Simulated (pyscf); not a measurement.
A first-order saddle from PySCF, ωB97X-D3(BJ)/def2-SVP:

```
Si
H 1 1.4918
H 1 1.5154 2 107.38
Cl 1 2.4269 2 99.27 3 163.45
H 4 1.7428 1 69.66 2 -91.92
Cl 5 1.4110 4 141.27 1 -3.23
```
Charge 0, spin multiplicity 2.

Surface: doublet, charge 0. Lowest wavenumbers (cm⁻¹): 495i, 235, 294, 322, 536.

What reaction is this the transition state of?

`[SiH2][Cl]` [doublet] + `[ClH]` <-> `[SiH2][Cl]` [doublet] + `[ClH]`, a four-centre exchange read from left to right: Cl–Si, Cl–H broken and Cl–Si, Cl–H formed. At CCSD(T)/def2-TZVPP + ΔMP2(QZVPP) it lies +125.3 kJ/mol from the left side and +125.3 kJ/mol from the right (each side as separated species at their lowest minima found). The same reactants have a lower exit, to Cl–SiH₂–Cl + H• (barrier +42.9 kJ/mol at ωB97M-D3(BJ), against +112.5 kJ/mol here). One saddle was located; it need not be the lowest between these sides. The CCSD(T) − MP2 part came from Ansatz, without density fitting, on the same reference.
